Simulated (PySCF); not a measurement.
Structure problem from calculated spectra and properties.

Formula: C4H7ClO.

- 13C NMR: chemical shifts (computed TMS as zero) by class: 192.0 (1 C), 51.7 (1 C), 21.6 (2 C) ppm [GIAO B97-2/pcSseg-2]
- Dipole: 3.04 D [B97-2/pcSseg-2]
- NMR, other nuclei: isotropic shieldings of nuclei other than C and H, by class: -228 (1 O), 498 (1 Cl) ppm [GIAO B97-2/pcSseg-2]
- Rotational structure: rotational constants A, B, C: 4.425, 2.054, 1.600 GHz [PBE0-D3(BJ)/def2-TZVP]
- 1H NMR: chemical shifts (computed TMS as zero) by class: 2.90 (1 H), 1.27 (6 H) ppm [GIAO B97-2/pcSseg-2]

Gas-phase values; electronic properties from PySCF, density fitting. Levels stand in brackets. Geometry: PBE0-D3(BJ)/def2-TZVP, one conformer, isolated molecule. NMR classes are plain means over equivalent atoms (diastereotopic ones count apart unless rotation or inversion swaps them), as if these changed places fast.

Problem. Propose a structure and show how it fits.

Solution. Numbering: `[CH3:1][CH:2]([CH3:3])[C:4](=[O:5])[Cl:6]`. Its formula, C4H7ClO, gives 1 degree of unsaturation: 0 rings and 1 π bond in the structure found. 4 carbons fall into 3 classes; from least to most shielded: acyl halide carbon [C4] (192.0 ppm), sp3 carbon next to a carbonyl [C2] (51.7 ppm), methyl carbon [C1/C3] (21.6 ppm, 2 C, up to 2.4 ppm apart in this geometry). Hydrogen classes from least to most shielded: 1 H on an sp3 carbon next to a carbonyl, C2 (2.90 ppm), 6 H on 2 methyl carbons, C1/C3 (1.27 ppm, a mean of values up to 1.2 ppm apart in this geometry). The other shieldings belong to: -228 ppm, carbonyl oxygen [O5]; 498 ppm, chlorine bonded to C [Cl6]. The optimised geometry has point group C1 and is an asymmetric top. Structure: `CC(C)C(=O)Cl`. Computed isomers that give other values at the same levels: `CCCC(=O)Cl` (13C chemical shifts (computed TMS as zero) by class: 187.4 (1 C), 53.5 (1 C), 22.8 (1 C), 15.6 (1 C) ppm). The assignments are read from this structure; whether some other isomer fits the data as well wasn't checked.

The values belong to the conformer `[CH3:1][CH:2]([CH3:3])[C:4](=[O:5])[Cl:6]`: C1–C2–C4–O5 108°.
